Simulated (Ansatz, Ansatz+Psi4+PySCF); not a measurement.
```yaml
atoms:
  - { symbol: Al, position_ang: [0.0000, 0.0000, 0.0000] }
  - { symbol: S, position_ang: [0.0000, 0.0000, 2.0899] }
```

Basis set: cc-pV(T+d)Z (spherical functions). Left uncorrelated: 10 orbitals. Correlation on ROHF uses semicanonical orbitals with singles. Charge 0, multiplicity 2.

Computed with Ansatz (development build ahead of 0.2.0); the reference of a correlated method needn't be the lowest determinant of its kind.

The atomization energy at this shape (free ground-state atoms in the same class of orbitals less the molecule, no zero-point energy) of doublet AlS:

```json
{"method": "ROHF-CCSD(T)", "atomization energy": "380.1 kJ/mol"}
```

Task: What does ROHF-CCSD give?

Result: 354.5 kJ/mol. Caution: large share of triples, a single reference is doubtful; the reference determinant was not shown to be the lowest.
